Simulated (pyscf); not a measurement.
Thermochemistry of product channels of `[OH][SiH2][F]` + `[OH]` [doublet] on the doublet surface, in eV, from ωB97M-D3(BJ)/def2-TZVP energies (ideal gas, 1 atm, RRHO with modes under 100 cm⁻¹ raised to 100, one conformer, R ln 2 for chiral ones without a mode under 150 cm⁻¹). PySCF, gas phase, ωB97X-D3(BJ)/def2-SVP geometries.

```tsv
products	ΔE	ΔH(298 K)	ΔG(900 K)	ΔG(1200 K)
`[O]=[SiH][F]` + `[H]` [doublet] + `[OH2]`	[?]	+1.41	+0.40	+0.06
`[OH][SiH][F]` [doublet] + `[OH2]`	[?]	-0.85	-0.98	-1.01
`[O][SiH]([OH])[F]` [doublet] + `[H][H]`	-0.88	-0.98	-0.87	-0.85
`[O]=[SiH2]` + `[F]` [doublet] + `[OH2]`	[?]	+4.20	+3.14	+2.80
`[OH][Si]([OH])[F]` [doublet] + `[H][H]`	-1.88	-1.91	-1.81	-1.81
`[OH][SiH]([OH])[F]` + `[H]` [doublet]	-1.71	-1.77	-1.51	-1.47
`[OH][SiH][OH]` [doublet] + `[FH]`	-0.50	-0.43	-0.54	-0.58
```

Task: Some entries are withheld; supply them.

Result: 
- `[O]=[SiH][F]` + `[H]` [doublet] + `[OH2]`, ΔE: +1.54
- `[OH][SiH][F]` [doublet] + `[OH2]`, ΔE: -0.95
- `[O]=[SiH2]` + `[F]` [doublet] + `[OH2]`, ΔE: +4.22

These are energies of the channels, which say nothing of barriers. O=SiH–F lies 0.69 eV over its isomer HO–Si:–F [singlet] (electronic energy, ωB97M-D3(BJ)/def2-TZVP). Left out: orbital degeneracy and the spin-orbit lowering of F, OH.
